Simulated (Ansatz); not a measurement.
**C3HN: one species, many methods**

How much do the methods differ for C3HN? The plan is to run it at one geometry with functionals of several rungs and with coupled cluster. The yardstick is the atomisation energy at the CCSD(T) limit.

Method: functionals in def2-TZVPP, the program's frozen cores in correlated methods; program: Ansatz 0.2.0, Gaussian basis.

The runs, in order: LDA (SPW92), PBE-D4, revPBE-D4, BLYP-D4, r2SCAN-D4, B97M-V, PBE0-D4, B3LYP-D4, r2SCANh-D4, r2SCAN0-D4, HSE06-D4, BHLYP-D4, CAM-B3LYP-D4, LC-ωPBE, ωB97X-V, ωB97M-V, B2PLYP, PBE-QIDH; CCSD(T)/def2-SVP; CCSD(T)/def2-TZVPP; MP2/def2-QZVPP; extrapolation to the limit; RPA on PBE.

1 further run of the same task is left out (it didn't finish).

**1. The relaxed structure**

An earlier PBE0-D4 in a triple-zeta def2 set relaxation fixed the geometry.

SMILES `C#CC#N`, 5 atoms, charge 0, spin multiplicity 1.

Atoms are counted from 1 here; the program's logs count them from 0.

Bond lengths: C1–C2 1.201 Å, C1–H5 1.066 Å, C2–C3 1.369 Å, C3–N4 1.154 Å. Angles: C2–C1–H5 179.9°, C1–C2–C3 180.0°, C2–C3–N4 180.0°.

**2. LDA**

This LDA is Slater exchange with PW92 correlation.

File in.yaml:

```yaml
crystal:
  periodic: [false, false, false]
  atoms:
    - {symbol: C, position_ang: [-0.137763, 1.252984, 0.148808]}
    - {symbol: C, position_ang: [-0.000320, 0.068851, 0.002099]}
    - {symbol: C, position_ang: [0.157494, -1.280641, -0.165016]}
    - {symbol: N, position_ang: [0.291058, -2.418386, -0.305570]}
    - {symbol: H, position_ang: [-0.260568, 2.303492, 0.278280]}
basis:
  gaussian: {orbitals: def2-TZVPP}
hamiltonian: {xc: lda}
output: {orbitals: {seedname: orbitals}}
```

Further steps of the session: PBE-D4 (GGA); revPBE-D4 (GGA); BLYP-D4 (GGA); r2SCAN-D4 (meta-GGA); B97M-V (meta-GGA); PBE0-D4 (hybrid); B3LYP-D4 (hybrid); r2SCANh-D4 (hybrid); r2SCAN0-D4 (hybrid); HSE06-D4 (hybrid); BHLYP-D4 (hybrid); CAM-B3LYP-D4 (range-separated); LC-ωPBE-D4 (range-separated); ωB97X-V (range-separated); ωB97M-V (range-separated); B2PLYP (double hybrid); PBE-QIDH (double hybrid); CCSD(T) in def2-SVP; CCSD(T) in def2-TZVPP; MP2 in def2-QZVPP; RPA on PBE orbitals.

**Question.** What will the summary of the whole plan be? Wanted: atomisation energy, CCSD(T)/CBS; farthest beyond LDA; mean size of error, GGA; mean size of error, meta-GGA; mean size of error, hybrid; mean size of error, range-separated; mean size of error, double hybrid; gap, smallest and largest; T1 diagnostic.

The runs gave:

| quantity | value |
| --- | --- |
| atomisation energy, CCSD(T)/CBS | 597.6 kcal/mol |
| functionals within 3.0 kcal/mol (0.5 %) | LC-ωPBE, ωB97X-V, PBE-QIDH |
| farthest beyond LDA | PBE-D4 (+39.1 kcal/mol) |
| mean size of error, GGA | 25.4 kcal/mol |
| mean size of error, meta-GGA | 4.3 kcal/mol |
| mean size of error, hybrid | 13.5 kcal/mol |
| mean size of error, range-separated | 2.4 kcal/mol |
| mean size of error, double hybrid | 2.2 kcal/mol |
| gap, smallest and largest | 5.23 eV (LDA (SPW92)), 12.45 eV (LC-ωPBE) |
| T1 diagnostic | 0.0146 |
| triples share of the correlation energy | 5.5 % |

**Reading.** LDA overbinds by 110.5 kcal/mol (18 %). PBE-D4 is off by +39.1 kcal/mol. Double hybrids carry the basis error of their MP2 part in triple zeta, and no dispersion term here, so their miss is partly the set-up's. The rungs double hybrid, range-separated miss on average by less than the doubt on the reference (3.0 kcal/mol), so they tie; GGA functionals have the largest mean beyond LDA (25.4 kcal/mol). The reference freezes the cores and leaves out relativity and excitations past (T), so misses under about 3.0 kcal/mol can't be ranked. Hartree-Fock recovers 66 % of the binding; the rest is correlation. CCSD(T) in def2-SVP is off by -26.4 kcal/mol, so the small basis spoils what the method gains. Orbital gaps span 5.2 to 12.4 eV; exact exchange widens them. The restricted reference is unstable towards a spin-broken one.
